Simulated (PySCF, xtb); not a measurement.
Homolysis of single bonds, series In Cl-NH2. All species are isolated molecules in the gas phase. One relaxed conformer stands for each flexible species; it need not be the lowest. Strings in code marks are SMILES.

Quantity: homolytic bond dissociation enthalpy at 298 K (no spin–orbit term), in eV. Enthalpy corrections at 298 K come from GFN2-xTB frequencies (xtb).

Level 1: B3LYP/LANL2DZ // CAM-B3LYP-D3(BJ)/def2-TZVP (PySCF)
Level 2: M06-2X/6-31G* (LANL2DZ on In) // CAM-B3LYP-D3(BJ)/def2-TZVP (PySCF)
Level 3: PBE/6-31G* (LANL2DZ on In) // CAM-B3LYP-D3(BJ)/def2-TZVP (PySCF)
Level 4: HF/6-31G* (LANL2DZ on In) // CAM-B3LYP-D3(BJ)/def2-TZVP (PySCF)

| species | level 2 | level 3 | level 4 |
|---|---|---|---|
| Cl–In bond of `[Cl][In]([Cl])[Cl]`, giving `[Cl]` and `[Cl][In][Cl]` | 3.89 | 3.63 | 2.61 |
| In–Cl bond of `[NH2][In]([Cl])[Cl]`, giving `[Cl]` and `[NH2][In][Cl]` | 4.19 | 3.87 | 2.95 |
| In–Cl bond of `[NH2][In]([NH2])[Cl]`, giving `[Cl]` and `[NH2][In][NH2]` | 4.46 | 4.09 | 3.29 |

Question: What does level 1 give for each?

Answer: 
- Cl–In bond of `[Cl][In]([Cl])[Cl]`, giving `[Cl]` and `[Cl][In][Cl]`: 3.16
- In–Cl bond of `[NH2][In]([Cl])[Cl]`, giving `[Cl]` and `[NH2][In][Cl]`: 3.63
- In–Cl bond of `[NH2][In]([NH2])[Cl]`, giving `[Cl]` and `[NH2][In][NH2]`: 3.97
